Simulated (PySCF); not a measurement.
Gas-phase reaction: 2 SiH3 → 2 Si + 3 H2

Method: PySCF energies plus ideal-gas RRHO corrections (1 bar). Table values come from the NASA 1993 polynomials. After a fit of one offset per element over all species, the range-separated, M06-2X, PBE0/def2-QZVP and CCSD(T)/def2-TZVPP enthalpies, where run, lie to one side of the table for SiH3 (-20 kJ/mol): a fault of the table's entry, another state or a shared error of the levels is possible; this was not checked at source. † marks an energy on the PBE0/def2-TZVP geometry and frequencies; other levels use their own. 6-31G* has spherical d functions here. Open shells (unrestricted): SiH3 (multiplicity 2), Si (multiplicity 3, electronic degeneracy 9); the rest are closed-shell singlets. Spin-orbit splitting is ignored; it lowers the true energy and changes the entropy of Si. B3LYP is the form with VWN-RPA correlation. For this reaction the table lies outside the span of B3LYP, CCSD(T), M06-2X, MP2, PBE0, r2SCAN, ωB97M-V, ωB97X-V in their largest bases here; which side is off was not settled. The harmonic model lacks anharmonicity and excited electronic states, which grow with temperature; levels with a mode under 35 cm⁻¹ are left out. The table's entry may be an old estimate for SiH3 (not checked at source).

```
level               ΔH°(298 K), kJ  minus table  ΔG°(800 K), kJ
------------------  --------------  -----------  --------------
table                        481.3            -           234.3
B3LYP/6-31G*                 497.9         16.6           252.2
B3LYP/def2-TZVP†             516.0         34.7           270.3
BLYP/def2-TZVP†              491.8         10.5           246.2
PBE/def2-SVP                 554.7         73.4           309.4
PBE/def2-TZVP†               534.8         53.5           289.1
PBE0/def2-QZVP†              547.6         66.3           302.0
PBE0/def2-SVP†               559.8         78.5           314.1
PBE0/def2-TZVP               547.3         66.0           301.7
r2SCAN/def2-TZVP†            558.4         77.1           312.7
ωB97X-V/def2-TZVP†           557.3         76.0           311.7
```
